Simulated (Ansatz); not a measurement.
```yaml
crystal:
  periodic: [false, false, false]
  atoms:
    - {symbol: W, position_ang: [0.000000, 0.000000, -1.730437]}
    - {symbol: C, position_ang: [0.000000, 0.000000, 0.312006]}
    - {symbol: O, position_ang: [0.000000, 0.000000, 1.418430]}
basis:
  gaussian: {orbitals: def2-TZVP}
total_charge: 1
magnetization: {spin_polarized: true, initial_magnetization: 3}
hamiltonian: {xc: pbe0}
relax: {f_tol: 0.004, max_steps: 80}
```

```sh
$ ansatz run in.yaml --threads 1 --pin off --events-out ev --progress --plain --max-ram 2176MiB
```

Steps of the relaxation (energy above the last step; positions in Å, forces in eV/Å):

```
3
step 1, 47.7 meV
W     0.000    0.000   -1.730    0.005   -0.008    0.666
C     0.000    0.000    0.312   -0.015    0.021   -3.253
O     0.000    0.000    1.418    0.010   -0.014    2.587
```

```
3
step 2, 2.4 meV
W     0.000    0.000   -1.711    0.001   -0.004    0.254
C    -0.001    0.001    0.292   -0.005    0.011   -0.443
O     0.001   -0.001    1.419    0.003   -0.007    0.189
```

```
3
step 3, 0.2 meV
W     0.000   -0.001   -1.704    0.000   -0.002    0.066
C    -0.001    0.002    0.288   -0.001    0.005   -0.151
O     0.001   -0.001    1.416    0.001   -0.003    0.085
```

```
3
step 6, 0.0 meV
W     0.001   -0.001   -1.701   -0.001    0.000   -0.001
C    -0.002    0.002    0.286    0.002    0.001    0.000
O     0.001   -0.002    1.415   -0.001   -0.001    0.001
```

Close pairs at the end: C2–O3 1.129 Å, W1–C2 1.987 Å, W1–O3 3.116 Å.

A stationary point of unrestricted PBE0 after 6 steps, with ⟨S²⟩ = 4.480 against 3.75 for a pure state; no frequencies were run, so it isn't proven a minimum. 4.4 min on 1 thread of Intel Xeon 6975P-C, shared host.
